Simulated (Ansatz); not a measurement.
# C2H3NO: rigid scan of one bond length in Python

How does the energy of C2H3NO change as one bond is stretched? A script is to give a rigid scan of one bond length; the system is C2H3NO. SMILES: CC([N])=O.

All numbers are computed with the Python package of Ansatz 0.2.0. Level of theory: PBE/def2-SVP.

### 1 Starting point

Bond lengths: C1–C2 1.492 Å, C2–N3 1.423 Å, C2–O4 1.259 Å, C1–H5 1.110 Å, C1–H6 1.110 Å, C1–H7 1.111 Å. Angles: C1–C2–N3 120.1°, C1–C2–O4 120.1°, N3–C2–O4 119.7°, C2–C1–H5 109.5°, C2–C1–H6 110.1°, C2–C1–H7 110.2°, H5–C1–H6 109.2°, H5–C1–H7 109.2°, H6–C1–H7 108.7°.

The script holds or builds the structure itself.

### 2 Script

The input, c2h3no.py:

```python
'''Stretching a bond of C2H3NO, the rest held rigid.'''

import logging
import sys
import warnings

import ansatz as az
import matplotlib.pyplot as plt
import numpy as np

logging.basicConfig(stream=sys.stdout, format='%(levelname)s %(message)s')
logger = logging.getLogger('calc')
logger.setLevel(logging.INFO)

BASIS = 'def2-SVP'
XC = 'pbe'

warnings.simplefilter('ignore', az.DeckWarning)

geometry_ang = [
    ('C', (-0.6574, -0.1294, -0.0005)),
    ('C', (0.7974, 0.1998, -0.0253)),
    ('N', (1.7639, -0.821, 0.1978)),
    ('O', (1.1732, 1.3897, -0.1913)),
    ('H', (-1.0409, -0.0316, 1.0363)),
    ('H', (-0.8183, -1.17, -0.3525)),
    ('H', (-1.2179, 0.5625, -0.6643)),
]
molecule = az.Crystal.molecule()
for symbol, xyz in geometry_ang:
    molecule = molecule.atom(symbol, xyz)

symbols = [site.symbol for site in molecule.cartesian_sites]
start = np.array([site.position_ang for site in molecule.cartesian_sites])
axis = (start[5] - start[0]) / np.linalg.norm(start[5] - start[0])
moving = [5]
lengths, energies = [0.94, 1.02, 1.11, 1.22, 1.39, 1.67, 2.0, 2.44], []
for length in lengths:
    xyz = start.copy()
    xyz[moving] += (length - np.linalg.norm(start[5] - start[0])) * axis
    point = az.Crystal.molecule()
    for symbol, xyz in zip(symbols, xyz):
        point = point.atom(symbol, xyz.tolist())
    base = (
        point.calculation()
        .basis(gaussian=BASIS)
        .functional(XC)
        .spin('collinear', total=2)
    )
    report = base.run(threads=1, backend='cpu').report
    energies.append(report['free_energy_ev'])
    logger.info(f'r = {length:6.3f} A  E = {energies[-1]:.5f} eV  <S^2> = {abs(report["mean_field"]["state"]["spin_squared"]):.3f}')

print('energy above the lowest point (eV):', [round(e - min(energies), 3) for e in energies])
plt.figure(figsize=(4.5, 3))
plt.plot(lengths, np.array(energies) - min(energies), 'o-')
plt.xlabel('bond length (A)')
plt.ylabel('E - E(min) (eV)')
plt.tight_layout()
plt.savefig('scan.png', dpi=100)
```

### 3 The calls as engine input

The package turns the script's settings into the engine's input (first run):

```yaml
crystal:
  periodic: [false, false, false]
  atoms:
    - { symbol: C, position_ang: [-0.6574, -0.1294, -0.0005] }
    - { symbol: C, position_ang: [0.7974, 0.1998, -0.0253] }
    - { symbol: "N", position_ang: [1.7639, -0.821, 0.1978] }
    - { symbol: O, position_ang: [1.1732, 1.3897, -0.1913] }
    - { symbol: H, position_ang: [-1.0409, -0.0316, 1.0363] }
    - { symbol: H, position_ang: [-0.7936277435782081, -1.0104353633777707, -0.2985246472313812] }
    - { symbol: H, position_ang: [-1.2179, 0.5625, -0.6643] }
basis:
  gaussian:
    orbitals: def2-SVP
hamiltonian:
  xc: pbe
magnetization:
  spin_polarized: true
  initial_magnetization: 2.0
```

### 4 Launch

Started as:

```console
$ python c2h3no.py
```

Q: Predict the main results. Wanted: range of energy; lowest point, distance.

The runs gave:

| quantity | value |
| --- | --- |
| runs compared | 8 |
| range of energy | 4.327 eV |
| lowest point, distance (Å) | 1.11 |

**Reading.** The lowest point, at 1.11, lies inside the range. The ends stand 0.643 and 4.33 eV above it. The distance scanned is the script's pair 0, 5. <S²> moves from 2.01 to 2.51: along the scan the mean field breaks spin symmetry. What to keep in mind:
- The rest of the molecule is held rigid at a force-field or estimated start geometry, and the basis set is modest; single-reference methods fail as a bond breaks.
- The species is open-shell (spin multiplicity 3).
